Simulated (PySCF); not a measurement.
Compound: C4H7O (doublet state).
Z-matrix (Å and degrees, GFN2-xTB geometry), rows numbered from 1:
```
C 
C   1  1.3678
C   2  1.3816  1  125.94
C   3  1.4900  2  124.58  1    -0.12
O   4  1.4072  3  113.71  2  -177.85
H   1  1.0744  2  121.02  3  -179.87
H   1  1.0749  2  121.83  3     0.05
H   2  1.0831  1  117.57  3   179.99
H   3  1.0797  2  119.36  1   179.27
H   4  1.0975  3  110.60  2    64.00
H   4  1.1048  3  109.89  2   -53.91
H   5  0.9638  4  108.82  3    53.11
```

The hyperfine couplings belong to this conformer and change with its torsions.

As a line formula: `OC/C=C\[CH2]` [radical].

Method used: UKS B3LYP, pcH-1 on C H O, non-relativistic, mean-field spin-orbit, GIAO (PySCF). One conformer (not necessarily the lowest) at the GFN2-xTB geometry, without solvent, vibrations or thermal averaging. Couplings are sensitive to structure, and on GFN2-xTB geometries they can be far from those on DFT ones. The SCF solution wasn't tested for stability. ⟨S²⟩ is 0.776 where a pure state has 0.75.

Predict the first-order ENDOR lines of H10/H11, H9, H6, H7 and H8 under fast tumbling at B = 1207.9 mT (Q band).

For S = 1/2 in fast tumbling each set of equivalent nuclei gives two lines, ν± = |νn ± a/2| to first order, with νn = g_N μN B/h and μN/h = 7.62259 MHz/T.

```
 nuclei  isotope     g_N  νn (MHz)  a_iso (MHz)  lower line (MHz)  upper line (MHz)
H10/H11       1H  5.5857     51.43        66.35             18.26             84.60
     H9       1H  5.5857     51.43       -43.44             29.71             73.15
     H6       1H  5.5857     51.43       -39.69             31.59             71.27
     H7       1H  5.5857     51.43       -38.09             32.38             70.48
     H8       1H  5.5857     51.43        11.90             45.48             57.38
```

Which pairs are centred on the nuclear Larmor frequency, and which on half the coupling?

Centred on νn, since |a| < 2νn: H10/H11, H9, H6, H7 and H8. No pair has |a| > 2νn.

At what field would the lower line of H8 fall to zero frequency?

Where νn = |a|/2, that is B = 5.95 MHz/(5.5857 × 7.62259 MHz/T) = 140 mT, as far as first order holds there.

Means are taken over nuclei equivalent by connectivity, which assumes that they swap fast. H6 and H7 aren't averaged: C1 is flat or nearly so (angle sum 360°), and its turn about the short C1–C2 bond (1.37 Å) is taken as slow.
